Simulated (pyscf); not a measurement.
## Four-centre exchange: `[NH2][SiH3]` + `[SiH4]` → `[NH3]` + `[SiH3][SiH3]`

Gas phase, singlet surface, charge 0. Bonds broken: N1–Si2, Si8–H9. Bonds formed: N1–H9, Si2–Si8. Single points on ωB97X-D3(BJ)/def2-SVP structures (PySCF, gas phase). Correlated levels are frozen-core, on RHF or UHF. ΔMP2 is the change of the MP2 total energy from the triple- to the quadruple-zeta basis.

Transition state (Å):

```xyz
12

N     -0.4885    -1.1275    -0.2951
Si     0.6867     0.0629     0.5859
H     -0.1482    -1.4721    -1.1987
H     -0.7987    -1.9207     0.2755
H      1.7974    -0.9377     0.7711
H      0.2137     0.4224     1.9376
H      1.2073     1.1082    -0.3176
Si    -1.7714     1.7765     0.0302
H     -1.2632    -0.3598    -0.4027
H     -3.0558     1.8140     0.8305
H     -2.1555     2.4524    -1.2687
H     -0.9327     2.8389     0.7132
```

One imaginary mode, 327i cm⁻¹; descent along it reached the two sides named.

```tsv
bond	change	reactant side (Å)	saddle	product side
N1–Si2	breaks	1.728	1.891	3.4
Si8–H9	breaks	1.500	2.238	3.4
N1–H9	forms	2.8	1.096	1.020
Si2–Si8	forms	4.2	3.0	2.331
```

Electronic energies relative to the separated reactants (eV):

| level | barrier | reaction energy | reverse barrier |
|---|---|---|---|
| ωB97X-D3(BJ)/def2-TZVP | 2.06 | +0.31 | 1.75 |
| PBE/def2-TZVP | 1.75 | +0.26 | 1.49 |
| r²SCAN/def2-TZVP | 1.97 | +0.38 | 1.60 |
| B3LYP-D3(BJ)/def2-TZVP | 2.03 | +0.42 | 1.61 |
| PBE0-D3(BJ)/def2-TZVP | 1.82 | +0.29 | 1.53 |
| M06-2X/def2-TZVP | 2.17 | +0.52 | 1.65 |
| ωB97M-D3(BJ)/def2-TZVP | 2.09 | +0.48 | 1.61 |
| HF/def2-TZVP | 2.93 | +0.63 | 2.29 |
| MP2/def2-QZVPP | 2.23 | +0.49 | 1.74 |
| CCSD/def2-TZVPP | 2.29 | +0.43 | 1.86 |
| CCSD(T)/def2-TZVPP | 2.17 | +0.41 | 1.76 |
| CCSD(T)/def2-TZVPP + ΔMP2(QZVPP) | 2.18 | +0.41 | 1.77 |

With CCSD(T)/def2-TZVPP + ΔMP2(QZVPP) energies and thermal terms (ideal gas, 1 atm, RRHO with modes under 100 cm⁻¹ raised to 100, one conformer, R ln 2 for chiral ones without a mode under 150 cm⁻¹), in eV:

```tsv
T (K)	ΔH‡	ΔG‡	ΔH	ΔG
298	2.21	2.63	+0.47	+0.48
600	2.23	3.04	+0.48	+0.48
900	2.25	3.44	+0.48	+0.48
1200	2.27	3.83	+0.47	+0.49
```

The same reactants have a lower exit, to H₂N–SiH₃ + SiH₄ (barrier +1.22 eV at ωB97M-D3(BJ)/def2-TZVP, against +2.09 eV here). One saddle was located; it need not be the lowest between these sides. The CCSD(T) − MP2 part came from Ansatz, without density fitting, on the same reference.
